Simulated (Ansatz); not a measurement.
Steps of a relaxation of C2H6FNS, SMILES `CSC(N)F` with RKS PBE-D4/def2-SVP.

```sh
$ ansatz run in.yaml --threads 4 --pin off --events-out ev --progress --plain --max-ram 10444MiB
```

```yaml
crystal:
  periodic: [false, false, false]
  atoms:
    - {symbol: C, position_ang: [-1.268100, 1.240800, 0.537500]}
    - {symbol: S, position_ang: [-0.350900, 0.751500, -0.902900]}
    - {symbol: C, position_ang: [0.687400, -0.418200, -0.074800]}
    - {symbol: N, position_ang: [1.552800, -1.154700, -1.034700]}
    - {symbol: F, position_ang: [-0.030100, -1.332900, 0.590000]}
    - {symbol: H, position_ang: [-0.665000, 1.724400, 1.293400]}
    - {symbol: H, position_ang: [-1.853900, 0.448800, 0.945000]}
    - {symbol: H, position_ang: [-1.987400, 2.073200, 0.205100]}
    - {symbol: H, position_ang: [1.383500, 0.101200, 0.693100]}
    - {symbol: H, position_ang: [1.806300, -2.002900, -0.534400]}
    - {symbol: H, position_ang: [0.790800, -1.488200, -1.696700]}
basis:
  gaussian: {orbitals: def2-SVP}
hamiltonian: {xc: pbe, dispersion: d4}
relax: {f_tol: 0.03, max_steps: 200}
```

Positions (Å) and forces (eV/Å) along the path, 8 of 8 steps:

```xyz
11
step=1 energy=-17193.5698 eV
C    -1.268    1.241    0.537   -1.271    2.285   -0.974
S    -0.351    0.751   -0.903    0.011    0.426   -1.028
C     0.687   -0.418   -0.075    3.738   -0.066   -0.111
N     1.553   -1.155   -1.035   -2.209    1.218   -0.750
F    -0.030   -1.333    0.590   -1.619   -1.178    1.503
H    -0.665    1.724    1.293    0.754    0.167    0.718
H    -1.854    0.449    0.945   -0.692   -1.137    0.597
H    -1.987    2.073    0.205    0.611   -0.926    0.184
H     1.383    0.101    0.693   -0.791   -0.376   -0.677
H     1.806   -2.003   -0.534    0.355   -0.433    0.325
H     0.791   -1.488   -1.697    1.113    0.020    0.212
11
step=2 energy=-17193.9164 eV
C    -1.296    1.292    0.538   -0.514    0.782   -0.077
S    -0.329    0.753   -0.875   -0.127    0.319   -0.703
C     0.698   -0.463   -0.050    1.834    0.024   -0.664
N     1.517   -1.134   -1.073   -1.290   -0.042    0.599
F    -0.065   -1.359    0.651   -0.636   -0.578    0.627
H    -0.664    1.753    1.314    0.158    0.011    0.200
H    -1.889    0.474    0.960   -0.155   -0.317    0.182
H    -1.999    2.088    0.178    0.270   -0.335    0.048
H     1.375    0.054    0.693   -0.255   -0.309   -0.251
H     1.898   -1.961   -0.581    0.227    0.182   -0.167
H     0.818   -1.552   -1.734    0.488    0.265    0.205
11
step=3 energy=-17194.0337 eV
C    -1.311    1.323    0.537    0.078   -0.242    0.273
S    -0.314    0.781   -0.883   -0.045    0.039    0.026
C     0.703   -0.485   -0.050    0.314    0.058   -0.535
N     1.468   -1.129   -1.071   -0.042   -0.844    0.681
F    -0.106   -1.362    0.688   -0.133   -0.065    0.077
H    -0.672    1.763    1.336   -0.085   -0.016   -0.108
H    -1.897    0.477    0.958    0.092    0.099   -0.080
H    -2.003    2.092    0.165   -0.113    0.162   -0.066
H     1.388   -0.011    0.679    0.048    0.062    0.179
H     1.994   -1.913   -0.613   -0.182    0.623   -0.414
H     0.815   -1.592   -1.725    0.067    0.123   -0.031
11
step=4 energy=-17194.0599 eV
C    -1.307    1.314    0.536    0.044   -0.141    0.165
S    -0.264    0.826   -0.875   -0.057    0.069    0.034
C     0.722   -0.472   -0.050    0.015    0.019   -0.294
N     1.444   -1.152   -1.064    0.057   -0.491    0.453
F    -0.139   -1.306    0.696    0.006   -0.085    0.055
H    -0.699    1.781    1.342   -0.080   -0.025   -0.078
H    -1.853    0.435    0.942    0.091    0.127   -0.087
H    -2.032    2.054    0.156   -0.057    0.086   -0.036
H     1.418   -0.023    0.688    0.070    0.012    0.085
H     1.989   -1.922   -0.630   -0.069    0.357   -0.227
H     0.786   -1.593   -1.720   -0.020    0.073   -0.070
11
step=5 energy=-17194.0745 eV
C    -1.320    1.333    0.540    0.071   -0.071    0.018
S    -0.235    0.850   -0.843    0.002   -0.015   -0.048
C     0.735   -0.487   -0.047   -0.063    0.019    0.172
N     1.422   -1.178   -1.062   -0.007   -0.109    0.028
F    -0.132   -1.312    0.721    0.014    0.073   -0.054
H    -0.749    1.822    1.356   -0.029   -0.013   -0.021
H    -1.848    0.442    0.928   -0.011    0.025    0.016
H    -2.056    2.054    0.134    0.043   -0.028   -0.012
H     1.454   -0.065    0.691   -0.007   -0.012   -0.027
H     2.030   -1.910   -0.673   -0.014    0.099   -0.048
H     0.766   -1.607   -1.726    0.001    0.032   -0.024
11
step=6 energy=-17194.0672 eV rejected
C    -1.308    1.320    0.549   -0.111    0.173   -0.159
S    -0.241    0.856   -0.847    0.146   -0.210    0.212
C     0.718   -0.488   -0.039   -0.012   -0.027   -0.292
N     1.400   -1.175   -1.061    0.003   -0.015    0.049
F    -0.166   -1.304    0.712    0.090    0.065    0.029
H    -0.745    1.813    1.367    0.027   -0.013   -0.011
H    -1.861    0.446    0.937    0.014   -0.031   -0.022
H    -2.018    2.047    0.112   -0.096    0.047    0.140
H     1.456   -0.082    0.686   -0.080    0.050    0.084
H     2.075   -1.848   -0.686    0.004   -0.071   -0.035
H     0.755   -1.643   -1.709    0.015    0.031    0.005
11
step=7 energy=-17194.0774 eV
C    -1.324    1.323    0.537    0.043   -0.041    0.023
S    -0.236    0.842   -0.842    0.008    0.014   -0.038
C     0.741   -0.484   -0.040   -0.030    0.006    0.044
N     1.411   -1.183   -1.060   -0.011   -0.011    0.031
F    -0.125   -1.291    0.743    0.002   -0.008    0.006
H    -0.751    1.789    1.365   -0.013   -0.006   -0.008
H    -1.884    0.446    0.912    0.012    0.008   -0.006
H    -2.032    2.068    0.130   -0.002    0.010   -0.010
H     1.472   -0.059    0.683   -0.010    0.004   -0.010
H     2.040   -1.901   -0.684   -0.006    0.025   -0.034
H     0.753   -1.607   -1.724    0.007    0.000    0.002
11
step=8 energy=-17194.0780 eV
C    -1.319    1.319    0.534   -0.012    0.010   -0.008
S    -0.235    0.843   -0.848   -0.006   -0.010    0.016
C     0.736   -0.482   -0.037    0.014    0.012    0.010
N     1.404   -1.183   -1.056    0.009   -0.013    0.011
F    -0.128   -1.286    0.751   -0.002    0.008   -0.015
H    -0.747    1.776    1.367    0.002   -0.001   -0.001
H    -1.882    0.441    0.902    0.000    0.003    0.002
H    -2.025    2.071    0.133    0.003   -0.004    0.005
H     1.468   -0.054    0.683   -0.007   -0.002   -0.005
H     2.047   -1.892   -0.688   -0.005    0.001   -0.013
H     0.747   -1.610   -1.720    0.003   -0.005    0.000
```

It took 7 s on 4 threads of an Intel Xeon Platinum 8488C on a shared host, with 0.17 GiB of host memory at the peak.
